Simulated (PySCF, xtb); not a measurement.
Bonds broken one at a time in the series SiH2(OH)-X. Gas-phase values, no solvent. One relaxed conformer stands for each flexible species; it need not be the lowest. Strings in code marks are SMILES. In the def2 sets, heavy atoms carry core potentials. Quantity: homolytic bond dissociation enthalpy at 298 K (no spin–orbit term). Thermal and zero-point terms are GFN2-xTB rigid-rotor harmonic values (xtb). Level 1: PBE-D3(BJ)/def2-TZVP // PBE0-D4/def2-TZVP (PySCF). Level 2: B3LYP-D3(BJ)/def2-TZVP // PBE0-D4/def2-TZVP (PySCF). B3LYP has the VWN-RPA correlation part, as in Gaussian.

| case | level 1 (kcal/mol) | level 2 (kcal/mol) |
|---|---|---|
| C–Si bond of `CC(=O)[SiH2]O` (O–C–Si–O torsion 0°, C–Si–O–H torsion 0°), giving `C[C]=O` and `O[SiH2]` (H–O–Si–H torsion 61°) | 72.8 | 72.4 |
| Si–Si bond of `O[SiH2][SiH3]` (H–O–Si–Si torsion 59°), giving `O[SiH2]` (H–O–Si–H torsion 61°) and `[SiH3]` | 75.2 | 75.1 |
| C–C bond of `CC(=O)[SiH2]O` (O–C–Si–O torsion 0°, C–Si–O–H torsion 0°), giving `O=[C][SiH2]O` (O–C–Si–O torsion 145°, C–Si–O–H torsion 45°) and `[CH3]` | 77.0 | 73.4 |
| C–Si bond of `O=C(O)[SiH2]O`, giving `O=[C]O` (O–C–O–H torsion 0°) and `O[SiH2]` (H–O–Si–H torsion 61°) | 83.9 | withheld |
| Si–O bond of `O=C[SiH2]O` (O–C–Si–O torsion 0°, C–Si–O–H torsion 0°), giving `O=C[SiH2]` (O–C–Si–H torsion 21°) and `[OH]` | 118.3 | 118.2 |
| O–Si bond of `O[SiH3]`, giving `[OH]` and `[SiH3]` | 120.4 | 119.4 |
| O–Si bond of `O[SiH2]I` (H–O–Si–I torsion 56°), giving `[OH]` and `[SiH2]I` | 121.0 | 119.6 |
| Si–O bond of `C[SiH2]O` (C–Si–O–H torsion 70°), giving `C[SiH2]` and `[OH]` | 122.8 | 121.8 |

Question: Fit level 2 = a + b·x to the 7 complete rows by least squares, with x = level 1 in kcal/mol. Give a, b and the rms residual, and predict the withheld value.

Answer: Means of the 7 rows: x̄ = 101.07, ȳ = 99.986 kcal/mol. Σ(x − x̄)² = 3587.7 and Σ(x − x̄)(y − ȳ) = 3617.6, so b = 1.008 and a = ȳ − b·x̄ = -1.89 kcal/mol. The rms residual is 1.11 kcal/mol. At x = 83.9 the line gives 82.7 kcal/mol. The run for C–Si bond of `O=C(O)[SiH2]O`, giving `O=[C]O` (O–C–O–H torsion 0°) and `O[SiH2]` (H–O–Si–H torsion 61°) gave 84.5 kcal/mol, so the line is off by 1.8 kcal/mol, within twice the rms residual.

Codes: PySCF, xtb.
